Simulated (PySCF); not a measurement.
# input.py for BC

Input:

```python
from pyscf import gto, dft, solvent

mol = gto.M(
    atom='B 0 0 0; C 0 0 1.373',
    basis='6-311++g**',
    charge=0,
    spin=3,
    symmetry=True,
    verbose=4,
)
mf = dft.UKS(mol, xc='tpss')
mf = solvent.PCM(mf)
mf.with_solvent.eps = 4.71
mf.kernel()
mf.analyze()
print('orbital energies (hartree):', [e[max(0, n-3):n+3].round(4) for e, n in zip(mf.mo_energy, mol.nelec)])
```

```bash
$ OMP_NUM_THREADS=1 python input.py
```

It prints (some set-up lines and the per-cycle HOMO/LUMO lines with their warnings removed):

```
PySCF version 2.14.0

[INPUT] Symbol           X                Y                Z      unit          X                Y                Z       unit  Magmom
[INPUT]  1 B      0.000000000000   0.000000000000   0.000000000000 AA    0.000000000000   0.000000000000   0.000000000000 Bohr   0.0
[INPUT]  2 C      0.000000000000   0.000000000000   1.373000000000 AA    0.000000000000   0.000000000000   2.594593969028 Bohr   0.0

nuclear repulsion = 11.562502787764
point group symmetry = Coov
symmetry origin: [0.         0.         1.41523307]
symmetry axis x: [1. 0. 0.]
symmetry axis y: [0. 1. 0.]
symmetry axis z: [0. 0. 1.]
num. orbitals of irrep A1 = 20
num. orbitals of irrep E1x = 10
num. orbitals of irrep E1y = 10
num. orbitals of irrep E2x = 2
num. orbitals of irrep E2y = 2
number of shells = 20
number of NR pGTOs = 70
number of NR cGTOs = 44
basis = 6-311++g**
ecp = {}

******** <class 'pyscf.solvent._attach_solvent.PCMSymAdaptedUKS'> ********
method = PCMSymAdaptedUKS
initial guess = minao
damping factor = 0
level_shift factor = 0
DIIS = <class 'pyscf.scf.diis.CDIIS'>
SCF conv_tol = 1e-09
SCF max_cycles = 50
number electrons alpha = 7  beta = 4
XC functionals = tpss

grids dens level: 3
******** <class 'pyscf.solvent.pcm.PCM'> (In testing) ********

WARN: PCM is an experimental feature. It is still in testing.
Features and APIs may be changed in the future.

lebedev_order = 29 (302 grids per sphere)
eps = 4.71
frozen = False
Freeze 0 electrons in irreps []
    11 free electrons in irreps A1 E1x E1y E2x E2y
tot grids = 28168
PCM E_diel = -1.09258019068609e-05
Solvent Energy = -1.09258019068609e-05
init E= -62.8045160399557

PCM E_diel = -0.00325878662892378
Solvent Energy = -0.00325878662892378
cycle= 1 E= -62.6865796050204  delta_E= 0.118  |g|= 0.0919  |ddm|= 0.968
PCM E_diel = -0.0012675132859591
Solvent Energy = -0.0012675132859591
cycle= 2 E= -62.6694479207908  delta_E= 0.0171  |g|= 0.171  |ddm|= 0.301
PCM E_diel = -0.00411854358742983
Solvent Energy = -0.00411854358742983
cycle= 3 E= -62.6912235714907  delta_E= -0.0218  |g|= 0.0542  |ddm|= 0.269
PCM E_diel = -0.00326867728146546
Solvent Energy = -0.00326867728146546
cycle= 4 E= -62.6932229139117  delta_E= -0.002  |g|= 0.011  |ddm|= 0.0537
PCM E_diel = -0.00316937118967096
Solvent Energy = -0.00316937118967096
cycle= 5 E= -62.6933317523902  delta_E= -0.000109  |g|= 0.00246  |ddm|= 0.0186
PCM E_diel = -0.0031824712113507
Solvent Energy = -0.0031824712113507
cycle= 6 E= -62.6933406855739  delta_E= -8.93e-06  |g|= 0.000555  |ddm|= 0.00795
PCM E_diel = -0.0031769293045494
Solvent Energy = -0.0031769293045494
cycle= 7 E= -62.6933410848165  delta_E= -3.99e-07  |g|= 0.000105  |ddm|= 0.00117
PCM E_diel = -0.00317824710799937
Solvent Energy = -0.00317824710799937
cycle= 8 E= -62.6933411000407  delta_E= -1.52e-08  |g|= 2.8e-05  |ddm|= 0.000324
PCM E_diel = -0.00317799319579142
Solvent Energy = -0.00317799319579142
cycle= 9 E= -62.6933411007835  delta_E= -7.43e-10  |g|= 5.87e-06  |ddm|= 6.59e-05
PCM E_diel = -0.00317845738013976
Solvent Energy = -0.00317845738013976
Extra cycle  E= -62.6933411007012  delta_E= 8.23e-11  |g|= 1.18e-05  |ddm|= 2.47e-05
converged SCF energy = -62.6933411007012  <S^2> = 3.7543694  2S+1 = 4.0021841
**** SCF Summaries ****
Total Energy =                         -62.693341100701190
Nuclear Repulsion Energy =              11.562502787764021
One-electron Energy =                 -105.970920176918526
Two-electron Energy =                   31.718254745833455
Two-electron Coulomb Energy =           41.074694478410834
DFT Exchange-Correlation Energy =       -9.356439732577378
**** MO energy ****
alpha MO #1 (A1 #1), energy= -10.0579556678704 occ= 1
alpha MO #2 (A1 #2), energy= -6.672612534206 occ= 1
alpha MO #3 (A1 #3), energy= -0.669232519063087 occ= 1
alpha MO #4 (A1 #4), energy= -0.334043732313184 occ= 1
alpha MO #5 (E1x #1), energy= -0.290969005315657 occ= 1
alpha MO #6 (E1y #1), energy= -0.290969005315657 occ= 1
alpha MO #7 (A1 #5), energy= -0.250899470563468 occ= 1
alpha MO #8 (E1x #2), energy= -0.0536104883507686 occ= 0
alpha MO #9 (E1y #2), energy= -0.0536104883507686 occ= 0
alpha MO #10 (A1 #6), energy= 0.00972631967208848 occ= 0
[34 lines left out]
beta  MO #1 (A1 #1), energy= -10.0352657149303 occ= 1
beta  MO #2 (A1 #2), energy= -6.65217254535277 occ= 1
beta  MO #3 (A1 #3), energy= -0.585815084283061 occ= 1
beta  MO #4 (A1 #4), energy= -0.25354857942021 occ= 1
beta  MO #5 (E1x #1), energy= -0.186248984690323 occ= 0
beta  MO #6 (E1y #1), energy= -0.186248984690323 occ= 0
beta  MO #7 (A1 #5), energy= -0.159877670380313 occ= 0
[37 lines left out]
 ** Mulliken pop alpha/beta on meta-lowdin orthogonal AOs **
 ** Mulliken pop       alpha | beta **
pop of  0 B 1s        0.99994 | 0.99987
pop of  0 B 2s        0.77419 | 0.39282
pop of  0 B 3s        0.00988 | 0.00213
pop of  0 B 4s        0.00029 | 0.00012
pop of  0 B 5s        0.00032 | 0.00042
pop of  0 B 2px       0.40663 | 0.00000
pop of  0 B 2py       0.40663 | 0.00000
pop of  0 B 2pz       0.62336 | 0.19685
pop of  0 B 3px       0.00193 | 0.00000
pop of  0 B 3py       0.00193 | 0.00000
pop of  0 B 3pz       0.00925 | 0.00769
pop of  0 B 4px       0.00000 | 0.00000
[32 lines left out]
In total             7.00000 | 4.00000
 ** Mulliken atomic charges   ( Nelec_alpha | Nelec_beta ) **
charge of  0B =      0.15823  (     3.23975      1.60202 )
charge of  1C =     -0.15823  (     3.76025      2.39798 )
Dipole moment(X, Y, Z, Debye):  0.00000,  0.00000, -2.14602
orbital energies (hartree): [array([-0.291 , -0.291 , -0.2509, -0.0536, -0.0536,  0.0097]), array([-6.6522, -0.5858, -0.2535, -0.1862, -0.1862, -0.1599])]
```

In short: E(SCF) = -62.693341 Eh, 9 cycles, ⟨S²⟩ = 3.754, μz(SCF) = -2.15 D.

Run time: 3.6 s on 1 thread of Arm Neoverse V2 (shared host).

The bond length is a typed value, not an optimised one. No search for the lowest solution was made.
